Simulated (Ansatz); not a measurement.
Coupled-cluster diagnostics for SiEtH3 (C2H8Si), Ansatz.

Geometry of the singlet (PBE0-D4/def2-TZVP):

Cartesian coordinates in Å:
```
C 0.480 -0.475 0.227
C 1.023 0.950 0.261
Si -1.286 -0.587 -0.396
H 1.107 -1.108 -0.410
H 0.518 -0.923 1.226
H 2.051 0.980 0.631
H 1.020 1.403 -0.735
H 0.422 1.592 0.910
H -1.383 -0.041 -1.779
H -2.195 0.208 0.477
H -1.758 -1.999 -0.411
```

Correlated methods freeze 7 core orbitals. Another isomer (singlet) lies 0.54 eV lower at PBE0-D4/def2-TZVP; other spin states weren't run for this one.

(1) Estimate the CCSD(T) correlation energy, the shares of MP2 and (T), T1 and the reference's ⟨S²⟩ for: charge 0, singlet, own geometry in def2-TZVPP; and the rough time on 2 threads of AMD EPYC 7R43 on a shared host.

Answers

(1) 
| state | basis | correlation (eV) | MP2 share (%) | (T) share (%) | T1 | ⟨S²⟩ (pure) | wall time |
| --- | --- | --- | --- | --- | --- | --- | --- |
| charge 0, singlet, own geometry | def2-TZVPP | -15.250 | 87.8 | 3.4 | 0.010 | 0.00 (0.00) | 1.9 min |
Customary marks for T1 are 0.02 (closed shells), 0.045 (open shells) and about 0.05 (3d metals). T1 stays under 0.02 throughout.
